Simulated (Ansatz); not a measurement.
# How far each method lies from full CI for CH₃, doublet

Geometry: a PBE0/def2-TZVP stationary point for this spin, not checked as a minimum.

| atom | x (Å) | y (Å) | z (Å) |
| --- | --- | --- | --- |
| C | 0.0000 | 0.0000 | 0.0000 |
| H | 1.0799 | 0.0140 | -0.0003 |
| H | -0.5521 | 0.9282 | -0.0027 |
| H | -0.5278 | -0.9423 | 0.0031 |

Basis 6-31G; Ansatz 0.2.0. Only valence electrons are correlated (noble-gas cores frozen), which leaves 7 electrons in 14 orbitals. Prefix R: restricted or restricted open-shell reference; prefix U: unrestricted. Active spaces: valence = (7e, 7o) chosen from the atoms' valence shells.

Full CI is exact within this basis and frozen core; it isn't the basis-set limit. The frozen core follows each run's orbitals, which can shift R against U totals by a few meV.

For open shells CISD and CISDTQ are restricted-active-space CI with the open shells as a complete middle space.

```
UHF ⟨S²⟩                          : 0.762
T1 diagnostic (RCCSD)             : 0.0151
largest doubles amplitude (RCCSD) : 0.047
T1 diagnostic (UCCSD)             : 0.0057
```

```json
{"level": "RHF", "E − E(full CI) (mEh)": "98.18", "share of correlation (%)": "0.00", "wall time": "–"}
{"level": "UHF", "E − E(full CI) (mEh)": "94.99", "share of correlation (%)": "3.25", "wall time": "–"}
{"level": "RMP2", "E − E(full CI) (mEh)": "20.29", "share of correlation (%)": "79.33", "wall time": "–"}
{"level": "UMP2", "E − E(full CI) (mEh)": "19.44", "share of correlation (%)": "80.20", "wall time": "–"}
{"level": "CISD", "E − E(full CI) (mEh)": "4.28", "share of correlation (%)": "95.64", "wall time": "0.24 s"}
{"level": "RCCSD", "E − E(full CI) (mEh)": "1.34", "share of correlation (%)": "98.63", "wall time": "–"}
{"level": "UCCSD", "E − E(full CI) (mEh)": "1.35", "share of correlation (%)": "98.63", "wall time": "–"}
{"level": "RCCSD(T)", "E − E(full CI) (mEh)": "0.30", "share of correlation (%)": "99.70", "wall time": "0.3 s"}
{"level": "UCCSD(T)", "E − E(full CI) (mEh)": "0.30", "share of correlation (%)": "99.69", "wall time": "0.3 s"}
{"level": "BCCD(T)", "E − E(full CI) (mEh)": "0.31", "share of correlation (%)": "99.68", "wall time": "0.36 s"}
{"level": "RCCSDT", "E − E(full CI) (mEh)": "0.09", "share of correlation (%)": "99.91", "wall time": "–"}
{"level": "UCCSDT", "E − E(full CI) (mEh)": "0.08", "share of correlation (%)": "99.92", "wall time": "–"}
{"level": "CISDTQ", "E − E(full CI) (mEh)": "0.08", "share of correlation (%)": "99.92", "wall time": "0.9 s"}
{"level": "RCCSDT(Q)", "E − E(full CI) (mEh)": "0.01", "share of correlation (%)": "99.99", "wall time": "2.1 s"}
{"level": "UCCSDT(Q)", "E − E(full CI) (mEh)": "-0.01", "share of correlation (%)": "100.01", "wall time": "1.9 s"}
{"level": "RCCSDTQ", "E − E(full CI) (mEh)": "0.00", "share of correlation (%)": "100.00", "wall time": "9 s"}
{"level": "UCCSDTQ", "E − E(full CI) (mEh)": "-0.01", "share of correlation (%)": "100.01", "wall time": "9 s"}
{"level": "CASSCF (valence space)", "E − E(full CI) (mEh)": "37.45", "share of correlation (%)": "61.86", "wall time": "–"}
{"level": "NEVPT2 (valence space)", "E − E(full CI) (mEh)": "8.30", "share of correlation (%)": "91.54", "wall time": "0.54 s"}
{"level": "MRCISD (valence space)", "E − E(full CI) (mEh)": "0.79", "share of correlation (%)": "99.19", "wall time": "–"}
{"level": "MRCISD+Q (valence space)", "E − E(full CI) (mEh)": "0.16", "share of correlation (%)": "99.84", "wall time": "0.99 s"}
```

The correlation energy at full CI, counted from RHF, is -2.672 eV. That run took 1.1 s on 1 thread of Arm Neoverse V1, shared host over 88,132 determinants.

Times hold each run's SCF and search for its determinant on a shared host, so for small cases they say little of a method's own cost; they ran on 1 thread of Arm Neoverse V1. Some runs computed forces too.

The full-CI state has the irrep B1 of C2v, in the program's axes (one component, if the state is degenerate).

Natural occupations of full CI about the gap: 1.975 1.969 1.969 0.993 0.026 0.022 0.022 0.007 0.005 0.005; effectively unpaired electrons, Σ n²(2−n)², 1.02.

Atomization energy (electronic, same basis, no zero-point term; atoms at the same level, unrestricted beside the R rows where the molecule is a closed shell, with restricted open-shell steps beyond CCSDT(Q)) at full CI: 1133.0 kJ/mol. Errors of other levels:

```
                   level  error (kJ/mol)
                     RHF          -157.0
                     UHF          -151.1
                    RMP2           -15.6
                    UMP2           -14.2
                    CISD            -9.6
                   RCCSD            -2.3
                   UCCSD            -2.4
                RCCSD(T)            -0.4
                UCCSD(T)            -0.5
                 BCCD(T)            -0.5
                  RCCSDT            -0.2
                  UCCSDT            -0.3
                  CISDTQ            -0.2
               RCCSDT(Q)             0.0
               UCCSDT(Q)            -0.1
                 RCCSDTQ             0.0
                 UCCSDTQ             0.0
  CASSCF (valence space)           -46.5
  NEVPT2 (valence space)            -2.2
  MRCISD (valence space)            -1.8
MRCISD+Q (valence space)            -0.7
```

This basis is far from its limit, so the value isn't to be set against a measured one. Truncated CI isn't size-consistent, which counts against it in atomization.
